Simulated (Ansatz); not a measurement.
Ideal-gas functions of C$_{2}$H$_{5}$N (`CC=N`) at 400 K and 1 bar, from an Ansatz frequency run at PBE0-D4/def2-TZVP.

Molar mass 43.07 g/mol, point group Cs (symmetry number 1), electronic degeneracy 1, moments of inertia 9.941, 50.924, 57.759 u Å². Harmonic wavenumbers (cm⁻¹, unscaled): 181, 489, 694, 919, 1070, 1075, 1148, 1276, 1387, 1426, 1462, 1468, 1755, 3041, 3073, 3107, 3137, 3434.

Use S(trans) = R[1.5 ln M + 2.5 ln T − 1.1517]; rotational temperatures θ = 24.2544 K / I; S(rot) = R[ln(√π/σ · √(T³/θAθBθC)) + 1.5]; for each mode x = 1.438777 ν̃/T, S = R[x/(eˣ − 1) − ln(1 − e⁻ˣ)] and H = RT x/(eˣ − 1); 1 cm⁻¹ = 0.0119627 kJ/mol; R = 8.31446 J/(mol·K).

Question: By hand: the entropy, in J/(mol·K).

Answer: Translation 161.9. Rotation: θ = 2.4398, 0.4763, 0.4199 K, giving 94.9. Vibration, mode by mode: 12.03, 4.61, 2.58, 1.36, 0.88, 0.86, 0.70, 0.48, 0.34, 0.30, 0.27, 0.27, 0.11, 0.00, 0.00, 0.00, 0.00, 0.00, in all 24.8. Electronic 0.0. Sum 281.6 J/(mol·K).

Question: By hand: H − E and G − E in kJ/mol, counted from the electronic energy.

Answer: Zero-point energy ½ × 30142 × 0.0119627 = 180.3; thermal vibration 6.1; translation, rotation and pV give 4 RT = 13.3. H − E = 199.7 kJ/mol, and G − E = 199.7 − 400 × 281.6/1000 = 87.1 kJ/mol.

Vibration gives 9 % of the entropy. The sum counts one conformer and one mirror image; others add a mixing term.
